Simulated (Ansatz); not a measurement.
# P2F (quartet): the correlation ladder at a displaced geometry (v2), cc-pVDZ

An exercise on one series of results from a longer session: the logs are not shown, and one member is left open.

Computed with Ansatz 0.2.0, Gaussian basis. Level: cc-pVDZ, core rule «outside noble gas», up to 11 orbitals frozen.

Plan: UHF; CCSD(T) on ROHF; CCSD(T) on UHF; BCCD(T) on ROHF; CISD; CCSDT(Q) on ROHF; CCSDT(Q) on UHF.

33 further runs of the same task are left out: 11 for a known fault of the program, 10 that didn't finish, 12 set aside as unsound or not needed.

## What is computed

The geometry is a PBE0/def2-TZVP stationary point (not a proven minimum) with its atoms shifted at random (size 0.100 Å).

3 atoms, charge 0, spin multiplicity 4.

Atoms are counted from 1 here; the program's logs count them from 0.

Bond lengths: F1–P2 1.617 Å, P2–P3 2.298 Å. Angles: F1–P2–P3 96.7°.

The first run:

in.yaml

```yaml
crystal:
  periodic: [false, false, false]
  atoms:
    - {symbol: F, position_ang: [0.096859, -0.765206, 1.401116]}
    - {symbol: P, position_ang: [-0.068015, 0.652000, 0.640191]}
    - {symbol: P, position_ang: [0.008605, -0.182644, -1.499595]}
basis:
  gaussian: {orbitals: cc-pVDZ}
magnetization: {spin_polarized: true, initial_magnetization: 3}
hamiltonian: {xc: hf}
output: {orbitals: {seedname: orbitals}}
```

Run with:

```bash
ansatz run in.yaml --threads 1 --pin off --events-out ev --progress --plain --max-ram 2393MiB
```

Steps of the session up to this table: UHF; CCSD(T) on ROHF; CCSD(T) on UHF; BCCD(T) on ROHF; CISD; CCSDT(Q) on ROHF; CCSDT(Q) on UHF.

One of the session's tables, all rows but one given; the rest of the session is left out.

It belongs to the step «Misses and costs». 

```
   method  from UCCSDT(Q) (kJ/mol)
     ROHF                  +1061.3
      UHF                  +1033.1
     RMP2                        ?
     UMP2                   +121.9
     CISD                   +140.3
    RCCSD                    +32.1
    UCCSD                    +31.5
 RCCSD(T)                     +6.2
 UCCSD(T)                     +6.3
  BCCD(T)                     +5.8
   RCCSDT                     +2.5
   UCCSDT                     +2.5
RCCSDT(Q)                     +0.3
UCCSDT(Q)                        0
```

**Question.** Estimate the row for RMP2.

**Answer.** from UCCSDT(Q) (kJ/mol): +116.8. In the column «from UCCSDT(Q) (kJ/mol)» it lies between RCCSD (+32.1) and UMP2 (+121.9).

Limits of these values: Restricted and unrestricted rows rest on different reference determinants; where their highest levels disagree by more than a few hundredths of an eV, they describe different states and don't form one ladder.
